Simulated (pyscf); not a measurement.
Single points on ωB97X-D3(BJ)/def2-SVP structures (PySCF, gas phase).

### Question
For the elementary gas-phase step H₃C–In [singlet] + hydrogen (H₂) → InH [singlet] + methane (CH₄) (singlet surface; C–In, H–H broken, H–In, C–H formed), what barrier and reaction energy does ωB97M-D3(BJ)/def2-TZVP give, measured from the separated reactants?

### Answer
ΔE‡ = 25.6 kcal/mol, ΔE = -11.1 kcal/mol. Zero-point energy shifts the barrier by +1.8 kcal/mol. It is a four-centre exchange, with an imaginary mode of 1483i cm⁻¹. At the saddle there is also a short H–In contact that neither side keeps. One saddle was located; it need not be the lowest between these sides. Elements past Kr carry the def2 core potentials, without spin-orbit coupling.
